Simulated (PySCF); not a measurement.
PySCF input:

```python
from pyscf import gto, scf, mp, cc as ccmod

mol = gto.M(
    atom='''
    S     0.00008847    0.23160742   -0.44340035
    O    -0.00913114    1.47909038    0.36871709
    C     1.35685821   -0.79445686    0.19502839
    C    -1.34932659   -0.80911957    0.18682947
    H     1.25281814   -0.88687215    1.27606774
    H    -2.27826206   -0.29833962   -0.06004470
    H     1.34325030   -1.77162955   -0.28833934
    H     2.28168311   -0.27363282   -0.04622945
    H    -1.32220226   -1.78607156   -0.29641485
    H    -1.25084331   -0.90043755    1.26848240
    ''',
    basis='cc-pvdz',
    charge=0,
    spin=0,
    verbose=4,
)

mf = scf.RHF(mol)
mf.conv_tol = 1e-10
mf.max_cycle = 100
mf.kernel()
mp2 = mp.MP2(mf, frozen=8).run()
cc = ccmod.CCSD(mf, frozen=8)
cc.max_cycle = 100
cc.kernel()
et = cc.ccsd_t()
print(f'E(CCSD(T)) = {cc.e_tot + et:.9f}')
```

### Question
Which total energy does the run end on?

### Answer
-552.23704 Eh (CCSD(T)/cc-pVDZ).
